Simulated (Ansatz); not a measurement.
# BH3S2 (SMILES SBS): B2PLYP/aug-cc-pVDZ

Aim: the energy change on altering one bond length of BH3S2 at B2PLYP/aug-cc-pVDZ, from 2 runs. 

The calculation is run with Ansatz 0.2.0.

37 further runs of the same task are left out: 2 that didn't finish, 35 set aside as unsound or not needed. Runs told in other sessions of the task aren't counted.

### 1 Starting point

BH3S2 has 6 atoms, charge 0, and is taken as a singlet. As SMILES, `SBS`. The shape is that of a PBE0-D4/def2-TZVP optimisation. This is one conformer, not always the lowest.

Bond lengths: S1–B2 1.783 Å, B2–S3 1.787 Å, S1–H4 1.346 Å, B2–H5 1.190 Å, S3–H6 1.342 Å. Angles: S1–B2–S3 122.5°, S1–B2–H5 116.2°, S3–B2–H5 121.4°, B2–S1–H4 98.9°, B2–S3–H6 97.3°.

### 2 The energy at B2PLYP/aug-cc-pVDZ

File input.yaml:

```yaml
crystal:
  periodic: [false, false, false]
  atoms:
    - {symbol: S, position_ang: [-0.819900, -0.605200, -1.516500]}
    - {symbol: B, position_ang: [0.091400, -0.453600, 0.008900]}
    - {symbol: S, position_ang: [0.333100, 1.114800, 0.829800]}
    - {symbol: H, position_ang: [-1.145600, 0.688100, -1.694600]}
    - {symbol: H, position_ang: [0.535500, -1.462200, 0.457500]}
    - {symbol: H, position_ang: [1.047600, 0.654100, 1.868800]}
basis:
  gaussian:
    orbitals: aug-cc-pVDZ
hamiltonian:
  xc: {name: B2PLYP}
correlation:
  frozen_orbitals: {B: 1, H: 0, S: 5}
accuracy: high
output: {orbitals: {seedname: orbitals}}
```

Command:

```
$ ansatz run input.yaml --threads 1 --pin off --max-ram 2610MiB --events-out events.jsonl --progress --plain --runs-dir runs
```

The log of the run:

```text
Warning: RAYON_NUM_THREADS=1 ignored (pool sized by the plan → 1); use --threads N
Functional definition: B2PLYP
  name "B2PLYP"
  parameter a = 0.53
  parameter c = 0.27
  exchange = (1 - a)*b88_x + a*exact_x
  correlation = (1 - c)*lyp_c + c*(mp2_os + mp2_ss)
2086 factors; integrals over basis functions are off by at most 3.4e-9 eV
mean field evaluation 1: about -22384.5734 eV, gradient 1.7e1 eV
mean field evaluation 2: about -22384.7984 eV, gradient 1.7e1 eV
mean field evaluation 4: about -22385.8266 eV, gradient 2.2e0 eV
mean field evaluation 8: about -22385.8454 eV, gradient 1.0e-1 eV
mean field evaluation 16: about -22385.8455 eV, gradient 9.8e-5 eV
mean field -22385.84549563 eV, -822.6646482935 hartree, gradient 9.7e-8 eV, S^2 0.000000; 0 other end points of the search recorded, 0 dependent functions left out
11 core orbitals not correlated: weight in the atoms' cores, before any rotation towards them, 1.000 or more for the frozen orbitals, at most 0.000 for the correlated occupied ones
reference -22385.84552213 eV, -822.6646492673 hartree; 9, 9 occupied and 84, 84 virtual orbitals, 2086 factors
second order -12.74601934 eV of doubles, -0.00000000 eV of singles
Total energy: -22389.28694735 eV, -822.7911193115 hartree
```

Wall time 24 s (1 thread of Arm Neoverse N1, shared host); peak memory 0.34 GiB.

### 3 The distorted shape, same level

File molecule.yaml:

```yaml
crystal:
  periodic: [false, false, false]
  atoms:
    - {symbol: S, position_ang: [-1.677313, -0.052351, -2.763319]}
    - {symbol: B, position_ang: [-0.766013, 0.099249, -1.237919]}
    - {symbol: S, position_ang: [-0.524313, 1.667649, -0.417019]}
    - {symbol: H, position_ang: [-2.003013, 1.240949, -2.941419]}
    - {symbol: H, position_ang: [-0.321913, -0.909351, -0.789319]}
    - {symbol: H, position_ang: [1.047600, 0.654100, 1.868800]}
basis:
  gaussian: {orbitals: aug-cc-pVDZ}
hamiltonian: {xc: {name: B2PLYP}}
correlation: {frozen_orbitals: {B: 1, H: 0, S: 5}}
accuracy: high
output: {orbitals: {seedname: orbitals}}
```

Command:

```
$ ansatz run molecule.yaml --threads 1 --pin off --max-ram 2610MiB --events-out events.jsonl --progress --plain --runs-dir runs
```

The log of the run, cut to the lines that bear on the results:

```text
Warning: RAYON_NUM_THREADS=1 ignored (pool sized by the plan → 1); use --threads N
[... 2 set-up lines as earlier in the session ...]
[...]
2097 factors; integrals over basis functions are off by at most 3.7e-9 eV
[...]
mean field -22380.75160805 eV, -822.4774513777 hartree, gradient 7.0e-8 eV, S^2 0.000000; 1 other end points of the search recorded, 0 dependent functions left out; unrestricted orbitals would lower it
11 core orbitals not correlated: weight in the atoms' cores, before any rotation towards them, 1.000 or more for the frozen orbitals, at most 0.000 for the correlated occupied ones
reference -22380.75163511 eV, -822.4774523718 hartree; 9, 9 occupied and 84, 84 virtual orbitals, 2097 factors
second order -15.11755009 eV of doubles, -0.00000000 eV of singles
Total energy: -22384.83337363 eV, -822.6274534959 hartree
```

Run time: 27 s. Hardware: 1 thread of Arm Neoverse N1, shared host; peak memory 0.4 GiB.

### 4 Outcome

At B2PLYP/aug-cc-pVDZ, 11 core orbitals frozen:

| quantity | value |
| --- | --- |
| first shape: total energy | -822.79112 Eh |
| first shape: HOMO energy (SCF part's orbitals) | -8.52 eV |
| first shape: LUMO energy (SCF part's orbitals) | 0.22 eV |
| first shape: HOMO–LUMO gap (SCF part's orbitals) | 8.74 eV |
| distorted shape: total energy | -822.62745 Eh |
| distorted shape: HOMO energy (SCF part's orbitals) | -8.42 eV |
| distorted shape: LUMO energy (SCF part's orbitals) | -4.48 eV |
| distorted shape: HOMO–LUMO gap (SCF part's orbitals) | 3.94 eV |
| energy change with the S3–H6 bond stretched from 1.342 to 2.953 Å | 4.454 eV |

One bond (distorted shape) is far stretched, which a spin-restricted single reference describes badly; perturbation theory on it can break down and give far too much correlation. With the S3–H6 bond stretched from 1.342 to 2.953 Å the energy rises by 4.45 eV (103 kcal/mol). The first shape isn't relaxed at this level, so the change isn't measured from a minimum. A restricted reference can't describe the breaking bond well at this length. The restricted solution (distorted shape) is unstable to spin breaking: an unrestricted one lies lower.
